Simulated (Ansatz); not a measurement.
Basis-set extrapolation for `COC(C)=[OH+]` (PBE0-D4/def2-TZVP geometry, frozen core, the Gaussian-basis code of Ansatz). Multiplicity 1, RHF reference.

|  | def2-TZVPP | def2-QZVPP |
| --- | --- | --- |
| HF | -267.283270 | -267.295675 |
| MP2 correlation | -0.954159 | -1.022857 |
| CCSD(T) correlation | -1.026725 | not run |

Energies in hartree. Use E(X) = E(∞) + A·exp(−7.88·√X) for Hartree–Fock and E(X) = E(∞) + B·X^(−2.97) for correlation, with X = 3 and 4, and add CCSD(T) minus MP2 of the smaller set to the MP2 limit.

What is the CCSD(T) energy at the basis-set limit?

HF limit: -267.295675 + (-0.012405) × 0.13774 = -267.29738. MP2 limit: -1.022857 + (-0.068698) × 0.74074 = -1.07374. Higher-order term: -1.026725 − (-0.954159) = -0.07257. Total: -268.44369 hartree, 351.0 kJ/mol below CCSD(T)/def2-TZVPP.
